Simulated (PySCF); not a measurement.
Simulated outer-valence photoelectron spectrum of ethylene carbonate (`O=C1OCCO1`). Level of theory: EOM-IP-CCSD/aug-cc-pVDZ in PySCF, restricted Hartree–Fock reference, frozen core, non-relativistic, gas phase, PBE0-D3(BJ)/def2-SVP geometry.

Each root has a Gaussian of 0.5 eV full width with its one-hole share as area; cross sections and vibrations are left out, and the highest printed point is 100.

(ionisation energy (eV), intensity): (10.5, 0), (10.6, 1), (10.7, 2), (10.8, 6), (10.9, 14), (11.0, 30), (11.1, 52), (11.2, 75), (11.3, 90), (11.4, 91), (11.5, 76), (11.6, 52), (11.7, 29), (11.8, 13), (11.9, 5), (12.0, 1), (12.1, 0), (12.2, 0), (12.3, 0), (12.4, 0), (12.5, 0), (12.6, 0), (12.7, 0), (12.8, 1), (12.9, 2), (13.0, 7), (13.1, 17), (13.2, 34), (13.3, 52), (13.4, 65), (13.5, 65), (13.6, 53), (13.7, 34), (13.8, 18), (13.9, 8), (14.0, 3), (14.1, 1), (14.2, 0), (14.3, 0), (14.4, 0), (14.5, 0), (14.6, 0), (14.7, 0), (14.8, 0), (14.9, 2), (15.0, 6), (15.1, 16), (15.2, 36), (15.3, 63), (15.4, 88), (15.5, 100), (15.6, 91), (15.7, 66), (15.8, 39), (15.9, 18), (16.0, 7), (16.1, 2), (16.2, 1)

Question: Where are the maxima, and how many lines lie under the curve?

Answer: 3 maxima, at 11.4, 13.5 and 15.5 eV, from 8 lines. At this width some lines have no maximum of their own.

Question: List the lines with their holes.

Answer: 
```
E (eV)  leading hole (HF orbital)  area  Koopmans (eV)
 11.22                     HOMO-2  0.94          13.09
 11.40                       HOMO  0.94          12.86
 11.42                     HOMO-1  0.95          12.97
 13.42                     HOMO-3  0.96          14.80
 13.49                     HOMO-4  0.95          15.69
 15.48                     HOMO-7  0.94          17.52
 15.51                     HOMO-6  0.95          17.25
 15.53                     HOMO-5  0.94          16.85
```

The widest gap, 2.00 eV, lies between 11.42 and 13.42 eV. Only orbitals with −ε under 21 eV, eight at most, were ionised, so the high end of the curve may lack lines.
